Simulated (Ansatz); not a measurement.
This was printed by a script on Ansatz's Python interface, for a ladder of basis sets of BO. What did the script look like? Settings (for the species named): Hartree-Fock, cc-pVDZ basis, multiplicity 2. The script varies basis: cc-pVDZ, cc-pVTZ, cc-pVQZ.

```xyz
2

B     0.6127    0.0000    0.0000
O    -0.6127    0.0000    0.0000
```

```console
$ python basis_bo.py
cc-pVDZ          28 orbitals  reference     -99.524484 Ha  total     -99.524484 Ha
cc-pVTZ          60 orbitals  reference     -99.554011 Ha  total     -99.554011 Ha
cc-pVQZ         110 orbitals  reference     -99.561666 Ha  total     -99.561666 Ha
cc-pVDZ        lies    1.0118 eV above cc-pVQZ
cc-pVTZ        lies    0.2083 eV above cc-pVQZ
cc-pVQZ        lies    0.0000 eV above cc-pVQZ
```

One script that gives this output:

`basis_bo.py`
```python
'''Basis-set convergence for BO.'''

import warnings

import ansatz as az
from ase import Atoms

XC = 'hf'

warnings.simplefilter('ignore', az.DeckWarning)

atoms = Atoms(['B', 'O'], positions=[
    (0.6127, 0.0, 0.0),
    (-0.6127, 0.0, 0.0),
])
molecule = az.Crystal.molecule_from_ase(atoms)

calc = (
    molecule.calculation()
    .functional(XC)
    .spin('collinear', total=1)  # spin-polarised run
    .scf(lower_state_search='standard')
)

energies = {}
for basis in ['cc-pVDZ', 'cc-pVTZ', 'cc-pVQZ']:
    rep = calc.basis(gaussian=basis).run().report
    size = rep['n_frozen'] + rep['n_occupied'][0] + rep['n_virtual'][0]
    energies[basis] = (rep['reference_energy_ev'] / 27.211386246, rep['free_energy_ev'] / 27.211386246)
    print(f'{basis:14s} {size:4d} orbitals  reference {energies[basis][0]:14.6f} Ha  total {energies[basis][1]:14.6f} Ha')

last = energies['cc-pVQZ'][1]
for basis, (_, total) in energies.items():
    print(f'{basis:14s} lies {27.211386 * (total - last):9.4f} eV above cc-pVQZ')
```

Against cc-pVDZ: cc-pVTZ -29.5 mHa and cc-pVQZ -37.2 mHa. The last step alone is -7.66 mHa.

These settings explore the input space; basis and method may be short of convergence. The geometry is a force-field or estimated start, not a minimum of this method, and the last set is no limit. Much of the fall in a total is atomic energy, which cancels in bond and reaction energies. The species is open-shell (spin multiplicity 2). The expectation value of S² is noticeably off S(S+1) in at least one run, so that state is spin-contaminated. The spin state was assumed, and another may lie lower. Wall time of the script: 1.1 s on 1 thread of Arm Neoverse V2, with other jobs on the host, peak memory 0.19 GiB.
